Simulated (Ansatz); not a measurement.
BH2(CN) (CH2BN), relaxed as a singlet with RKS PBE0-D4/def2-TZVP in Ansatz, starting from the GFN2-xTB geometry. Force threshold 0.02 eV/Å.

Start:

Cartesian coordinates in Å:
```
B 0.1134 0.5046 -0.3211
H 0.2555 1.5136 0.2467
H 0.1828 0.4305 -1.4831
C -0.1687 -0.7481 0.4754
N -0.3831 -1.7006 1.0821
```

(1) Estimate the energy that the relaxation releases and the steps that it takes.

(2) Does the start keep its bonding and symmetry?

(3) Predict the relaxed structure.

## Answers

(1) 1.5 kJ/mol, in 4 steps; 2.7 s on 4 threads of Arm Neoverse V2 on a shared host. No frequencies were taken in this run, so the end may be a saddle point.

(2) By distances, no bond broke or formed. The bond that changes most is B1–H2, from 1.17 to 1.19 Å (atoms count from 1). Point group C2v at the start, C2v at the end, both within 0.05 Å.

(3) 
```xyz
5

B     0.1138    0.5054   -0.3215
H     0.2584    1.5335    0.2571
H     0.1842    0.4294   -1.5056
C    -0.1706   -0.7559    0.4806
N    -0.3857   -1.7124    1.0894
```
Bond lengths: 1 × B–C 1.52 Å; 1 × C–N 1.15 Å; 2 × B–H 1.19 Å.
